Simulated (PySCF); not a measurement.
How strong are the bonds of `BF` (BFH2)?

System: `BF` (BFH2). Numbering: `[BH2:1][F:2]`

Energies: frozen-core MP2/jun-cc-pV(T+d)Z (PySCF, unrestricted reference for open shells) on PBE0-D3(BJ)/def2-SVP structures. Zero-point and thermal terms (298.15 K, 1 bar) come from unscaled PBE0-D3(BJ)/def2-SVP harmonic frequencies, with soft modes damped to free rotors in the entropy.

| bond | r / Å | radicals | BDE(298 K) / kJ/mol | BDFE / kJ/mol | D₀ / kJ/mol | Dₑ / kJ/mol |
| --- | --- | --- | --- | --- | --- | --- |
| B1–H | 1.210 | `[BH]F` + H• | 423 | 387 | 417 | 447 |
| B1–F2 | 1.316 | BH2• + F• | 726 | 687 | 720 | 742 |

Homolysis to relaxed radicals in the gas phase.

Weakest of these: B1–H (423 kJ/mol); strongest: B1–F2 (726 kJ/mol).

Hardware: 1 thread of Intel Xeon @ 2.60GHz, shared with other jobs. Command: `OMP_NUM_THREADS=1 python redox_run.py task.json out`. The single points of this level: 3.6 s.
